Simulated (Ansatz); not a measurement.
This geometry of AlH4N + H3P (10 atoms, charge 0, multiplicity 1) is a first-order saddle point.

Theory: RKS BLYP/6-31G* (Ansatz 0.2.0).

```xyz
10
Properties=species:S:1:pos:R:3
Al -0.148 0.319 -0.079
H -0.455 -0.150 1.570
H 1.403 0.266 -0.378
N -1.497 -0.307 -1.097
H -2.386 -0.618 -0.702
H -1.643 -0.003 -2.062
P -0.441 2.695 0.848
H -1.602 2.743 1.689
H 0.509 2.853 1.911
H -0.502 0.941 1.527
```

(1) Which two structures does it join? (They come from a converged band through this point; their orientation in space is the band's.)

(2) How far does it lie above each of them?

Results:

(1) Bonds broken: Al1–H2, P7–H10. Bonds formed: Al1–P7, H2–H10. AlH4N + H3P becomes AlH5NP + H2.

Image 0:

```xyz
10
Properties=species:S:1:pos:R:3
Al -0.236 -0.441 -0.041
H -0.452 -0.981 1.443
H 1.138 0.119 -0.624
N -1.644 -0.491 -1.152
H -2.573 -0.833 -0.902
H -1.632 -0.183 -2.125
P -0.329 3.427 1.893
H -1.332 3.001 0.954
H -0.449 2.230 2.679
H 0.746 2.893 1.103
```

Image 6:

```xyz
10
Properties=species:S:1:pos:R:3
Al -0.304 1.060 -0.800
H 0.325 -1.042 3.498
H 1.157 0.508 -1.127
N -1.692 0.025 -1.272
H -1.592 -0.887 -1.722
H -2.680 0.237 -1.125
P -0.682 3.237 0.052
H -1.812 2.861 0.860
H 0.260 3.077 1.128
H 0.256 -0.335 3.736
```

(2) 115.4 kJ/mol above the first and 135.0 kJ/mol above the second. This is the barrier of this one path; another mechanism may lie lower. The orbitals stay closed-shell, which can raise the energy where a bond breaks towards radicals; this wasn't checked here.

Run time: 2.3 min on 2 threads of Arm Neoverse V1 (shared host), peak memory 0.094 GiB.
